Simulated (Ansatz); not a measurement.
`FCF` + `C#CCO` → `C#CCOCF` + H–F  (substitution at a C–F bond)

Program: Ansatz. Geometries: PBE0-D4/def2-TZVP. ΔE: electronic, gas phase. CCSD(T)/CBS adds triple-zeta CCSD(T) − MP2 to the extrapolated MP2 energy (def2 sets, frozen cores). This one scheme is used for every species. DFT in def2-TZVPP. B3LYP here is the variant with VWN-RPA as its local correlation; programs differ in this. One conformer a species, not always the lowest.

`FCF`:

```xyz
5

F    -0.523    0.096   -1.197
C    -0.024    0.039    0.058
F     0.991   -0.852    0.078
H     0.367    1.024    0.326
H    -0.811   -0.307    0.734
```

`C#CCO`:

Cartesian coordinates in Å:
```
C -0.799 -0.808 1.487
C -0.377 -0.421 0.432
C 0.175 0.063 -0.827
O 0.613 1.403 -0.768
H -1.185 -1.150 2.419
H 0.984 -0.610 -1.141
H -0.594 0.026 -1.603
H 1.182 1.497 0.001
```

`C#CCOCF`:

Cartesian coordinates in Å:
```
C 2.163 0.750 0.609
C 1.177 0.683 -0.072
C -0.022 0.592 -0.896
O -1.204 0.370 -0.143
C -1.243 -0.833 0.512
F -1.372 -1.876 -0.384
H 3.039 0.816 1.210
H -0.182 1.535 -1.422
H 0.104 -0.195 -1.648
H -2.131 -0.821 1.146
H -0.329 -1.021 1.087
```

H–F:

Cartesian coordinates in Å:
```
F -0.346 0.207 0.222
H 0.346 -0.207 -0.222
```

Task: Is it downhill or uphill in electronic energy at CCSD(T)/CBS, and by how much? (Best estimate.)

Result: Ansatz gave: Downhill: ΔE = -21.3 kJ/mol.

Task: What do these levels give: r2SCAN-D4, PBE0-D4, ωB97X-V, PBE, r2SCAN, B3LYP, SCS-MP2/def2-TZVPP, CCSD/def2-TZVPP, HF/def2-QZVPP, MP2/def2-QZVPP, SCS-MP2/def2-QZVPP, CCSD/CBS(def2)? (An estimate is asked.)

Result: Ansatz gave: r2SCAN-D4 -12.1, PBE0-D4 -13.8, ωB97X-V -12.5, PBE -8.2, r2SCAN -10.6, B3LYP -4.9, SCS-MP2/def2-TZVPP -17.5, CCSD/def2-TZVPP -15.8, HF/def2-QZVPP 0.5, MP2/def2-QZVPP -25.0, SCS-MP2/def2-QZVPP -19.1, CCSD/CBS(def2) -18.7 kJ/mol.

Largest T1 diagnostic among the species: 0.012.

In def2-TZVPP, CCSD(T) changes the Hartree–Fock value by −19.0 kJ/mol (the triples alone add −2.7 kJ/mol) and MP2 by −23.9 kJ/mol. The D4 term adds −7.5 kJ/mol with B3LYP and −4.3 kJ/mol with PBE0; it sums over pairs of atoms, weighted by their polarisabilities, and B3LYP, whose exchange is more repulsive, gets the larger term.
